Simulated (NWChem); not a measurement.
System: ammonia (NH3); SMILES N

NWChem input:

```
start job
memory heap 200 mb stack 900 mb global 1100 mb
geometry units angstroms noautosym nocenter noautoz
  N      0.000000     0.000000     0.138852
  H      0.661761     0.661761    -0.266384
  H      0.242221    -0.903982    -0.266384
  H     -0.903982     0.242221    -0.266384
end
basis spherical
  N library aug-cc-pvdz
  H library aug-cc-pvdz
end
dft
  xc b3lyp
  iterations 150
end
property
  response 1 0.0773
end
task dft property
```

Parts of the log:

```
             Northwest Computational Chemistry Package (NWChem) 7.3.0
             --------------------------------------------------------

                             Geometry "geometry" -> ""
                             -------------------------

 Output coordinates in angstroms (scale by  1.889725989 to convert to a.u.)

  No.       Tag          Charge          X              Y              Z
 ---- ---------------- ---------- -------------- -------------- --------------
    1 N                    7.0000     0.00000000     0.00000000     0.13885200
    2 H                    1.0000     0.66176100     0.66176100    -0.26638400
    3 H                    1.0000     0.24222100    -0.90398200    -0.26638400
    4 H                    1.0000    -0.90398200     0.24222100    -0.26638400

 Effective nuclear repulsion energy (a.u.)      11.8759166753

                              NWChem Property Module
                              ----------------------

                                 NWChem DFT Module
                                 -----------------

 Summary of "ao basis" -> "ao basis" (spherical)
 ------------------------------------------------------------------------------
       Tag                 Description            Shells   Functions and Types
 ---------------- ------------------------------  ------  ---------------------
 N                        aug-cc-pvdz                9       23   4s3p2d
 H                        aug-cc-pvdz                5        9   3s2p

            General Information
            -------------------
          SCF calculation type: DFT
          Wavefunction type:  closed shell.
          No. of atoms     :     4
          No. of electrons :    10
           Alpha electrons :     5
            Beta electrons :     5
          Charge           :     0
          Spin multiplicity:     1
          Use of symmetry is: off; symmetry adaption is: off
          Maximum number of iterations: 150
          AO basis - number of functions:    50
                     number of shells:    24
          Convergence on energy requested:  1.00D-06
          Convergence on density requested:  1.00D-05
          Convergence on gradient requested:  5.00D-04

              XC Information
              --------------
                         B3LYP Method XC Potential
                     Hartree-Fock (Exact) Exchange  0.200
                        Slater Exchange Functional  0.800 local
                    Becke 1988 Exchange Functional  0.720 non-local
              Lee-Yang-Parr Correlation Functional  0.810
                  VWN I RPA Correlation Functional  0.190 local

             Grid Information
             ----------------
          Grid used for XC integration:  medium
          Radial quadrature: Mura-Knowles
          Angular quadrature: Lebedev.
          Tag              B.-S. Rad. Rad. Pts. Rad. Cut. Ang. Pts.
          ---              ---------- --------- --------- ---------
          N                   0.65       49          10.0       434
          H                   0.35       45          12.0       434
          Grid pruning is: on
          Number of quadrature shells:   184
          Spatial weights used:  Erf1

      Superposition of Atomic Density Guess
      -------------------------------------

 Sum of atomic energies:         -55.80071540

      Non-variational initial energy
      ------------------------------

 Total energy =     -56.197265
 1-e energy   =     -98.009995
 2-e energy   =      29.936814
 HOMO         =      -0.389008
 LUMO         =       0.013724

   convergence    iter        energy       DeltaE   RMS-Dens  Diis-err
 ---------------- ----- ----------------- --------- --------- ---------
 d= 0,ls=0.0,diis     1    -56.5451723344 -6.84D+01  1.42D-02  2.22D-01
 d= 0,ls=0.0,diis     2    -56.5434616396  1.71D-03  5.02D-03  2.43D-01
 d= 0,ls=0.0,diis     3    -56.5691034780 -2.56D-02  1.09D-03  1.45D-02
 d= 0,ls=0.0,diis     4    -56.5706689179 -1.57D-03  1.19D-04  1.60D-04
 d= 0,ls=0.0,diis     5    -56.5706885165 -1.96D-05  8.23D-06  1.64D-07
 d= 0,ls=0.0,diis     6    -56.5706885430 -2.66D-08  9.98D-07  3.92D-09

         Total DFT energy =      -56.570688543045
      One electron energy =      -99.463061370980
           Coulomb energy =       39.029556956474
    Exchange-Corr. energy =       -8.013100803887
 Nuclear repulsion energy =       11.875916675348

 Numeric. integr. density =       10.000000432102

                       DFT Final Molecular Orbital Analysis
                       ------------------------------------

 Vector    3  Occ=2.000000D+00  E=-4.629534D-01
              MO Center=  1.3D-01,  1.3D-01, -4.2D-02, r^2= 9.8D-01
   Bfn.  Coefficient  Atom+Function         Bfn.  Coefficient  Atom+Function
  ----- ------------  ---------------      ----- ------------  ---------------
    24      0.399696  2 H  s                  5      0.336775  1 N  px
     6      0.336773  1 N  py                25      0.270439  2 H  s
    33     -0.199847  3 H  s                 42     -0.199849  4 H  s
    34     -0.135219  3 H  s                 43     -0.135220  4 H  s
     8      0.083683  1 N  px                 9      0.083682  1 N  py

 Vector    4  Occ=2.000000D+00  E=-4.629533D-01
              MO Center= -1.3D-01, -1.3D-01, -4.2D-02, r^2= 9.8D-01
   Bfn.  Coefficient  Atom+Function         Bfn.  Coefficient  Atom+Function
  ----- ------------  ---------------      ----- ------------  ---------------
    33      0.346147  3 H  s                 42     -0.346146  4 H  s
     5      0.336773  1 N  px                 6     -0.336775  1 N  py
    34      0.234208  3 H  s                 43     -0.234207  4 H  s
     8      0.083682  1 N  px                 9     -0.083682  1 N  py
    40      0.040807  3 H  py                48     -0.040807  4 H  px

 Vector    5  Occ=2.000000D+00  E=-2.786262D-01
              MO Center=  5.6D-09,  5.6D-09,  2.7D-01, r^2= 1.0D+00
   Bfn.  Coefficient  Atom+Function         Bfn.  Coefficient  Atom+Function
  ----- ------------  ---------------      ----- ------------  ---------------
     7      0.543562  1 N  pz                10      0.339271  1 N  pz
     3      0.298266  1 N  s                  2      0.152805  1 N  s
     4      0.108759  1 N  s                 24     -0.103021  2 H  s
    33     -0.103021  3 H  s                 42     -0.103021  4 H  s
    13      0.086815  1 N  pz                25     -0.056602  2 H  s

 Vector    6  Occ=0.000000D+00  E=-1.851202D-02
              MO Center= -1.1D-05, -1.1D-05, -5.6D-01, r^2= 9.1D+00
   Bfn.  Coefficient  Atom+Function         Bfn.  Coefficient  Atom+Function
  ----- ------------  ---------------      ----- ------------  ---------------
     4      0.845721  1 N  s                 26     -0.484617  2 H  s
    35     -0.484644  3 H  s                 44     -0.484644  4 H  s
     3      0.361430  1 N  s                 25     -0.231077  2 H  s
    34     -0.231083  3 H  s                 43     -0.231083  4 H  s
     2      0.133967  1 N  s                 10     -0.118720  1 N  pz

 Vector    7  Occ=0.000000D+00  E= 2.647347D-02
              MO Center=  5.1D-01,  5.1D-01, -5.3D-01, r^2= 1.4D+01
   Bfn.  Coefficient  Atom+Function         Bfn.  Coefficient  Atom+Function
  ----- ------------  ---------------      ----- ------------  ---------------
    26      3.108357  2 H  s                 35     -1.553101  3 H  s
    44     -1.555265  4 H  s                 11     -0.464695  1 N  px
    12     -0.464321  1 N  py                25      0.325993  2 H  s
    34     -0.162892  3 H  s                 43     -0.163119  4 H  s
     8     -0.134679  1 N  px                 9     -0.134570  1 N  py

 Vector    8  Occ=0.000000D+00  E= 2.647418D-02
              MO Center= -5.1D-01, -5.1D-01, -5.3D-01, r^2= 1.4D+01
   Bfn.  Coefficient  Atom+Function         Bfn.  Coefficient  Atom+Function
  ----- ------------  ---------------      ----- ------------  ---------------
    35      2.692519  3 H  s                 44     -2.691270  4 H  s
    11     -0.464305  1 N  px                12      0.464679  1 N  py
    34      0.282374  3 H  s                 43     -0.282243  4 H  s
     8     -0.134568  1 N  px                 9      0.134676  1 N  py
     5     -0.102585  1 N  px                 6      0.102668  1 N  py

     Multipole analysis of the density
     ---------------------------------

     L   x y z        total         alpha         beta         nuclear
     -   - - -        -----         -----         ----         -------
     0   0 0 0     -0.000000     -5.000000     -5.000000     10.000000

     1   1 0 0     -0.000000     -0.000000     -0.000000      0.000000
     1   0 1 0     -0.000000     -0.000000     -0.000000      0.000000
     1   0 0 1     -0.622652     -0.474609     -0.474609      0.326567

     2   2 0 0     -4.832691     -4.762146     -4.762146      4.691600
     2   1 1 0      0.000000     -0.000001     -0.000001      0.000003
     2   1 0 1      0.000001      0.000000      0.000000     -0.000000
     2   0 2 0     -4.832691     -4.762146     -4.762146      4.691600
     2   0 1 1      0.000001      0.000000      0.000000     -0.000000
     2   0 0 2     -7.084032     -4.163096     -4.163096      1.242161

 *** CALLING NEW AORESP DRIVER FOR CLOSED AND OPEN SHELLS ***
 Entering AOResponse driver routine

--------------------------------------------------------------------------------

          -----------------------------------------------
          Solving response equations for perturbing field
          -----------------------------------------------

 number of frequencies:     1
 frequency in a.u.:  0.7730000E-01
 Perturbing field: electric
 Using El. Dipole Length Gauge

 Setting up CPKS with frequency omega =      0.07730000 a.u.

                            NWChem Dynamic CPHF Module
                            --------------------------

    scftype = RHF
    nclosed =    5
      nopen =    0
  variables =      450
  num. vecs =        3
  tolerance =   1.0D-04
  max. iter =   50

 SCF residual:    7.2720788198114217E-006

Iterative solution of linear equations
  No. of variables      450
  No. of equations        3
  Maximum subspace       30
       Convergence  1.0D-04

   iter   nsub   residual    time
   ----  ------  --------  ---------
     1      3    1.38D+00       1.5
     2      6    1.85D+00       2.1
     3      9    2.58D-01       2.6
     4     12    2.98D-02       3.2
     5     15    2.26D-03       3.8
     6     18    8.62D-05       4.4

 Electric Dipole Response Matrix (nonzero elements):

              1        2        3
    1   14.0461   0.0000  -0.0000
    2    0.0000  14.0461  -0.0000
    3   -0.0000  -0.0000  16.1391

 ------------------------------------------
 average:        14.74375 + I       0.00000

 DFT Linear Response polarizability / au
 Frequency  =       0.0773000 / au
 Wavelength =     589.4353558 / nm
              X              Y              Z
 -----------------------------------------------
 X      14.0460665      0.0000057     -0.0000045
 Y       0.0000057     14.0460665     -0.0000045
 Z      -0.0000045     -0.0000045     16.1391204
 -----------------------------------------------
 Eigenvalues =      14.0460722     14.0460607     16.1391204
 Isotropic   =      14.7437511
 Anisotropic =       2.0930540
 -----------------------------------------------

 Magnetic Dipole Response Matrix (nonzero elements):

 Exiting AOResponse driver routine
```

Level: B3LYP/aug-cc-pVDZ. All runs use the structure optimised with PBE0/def2-SVP.
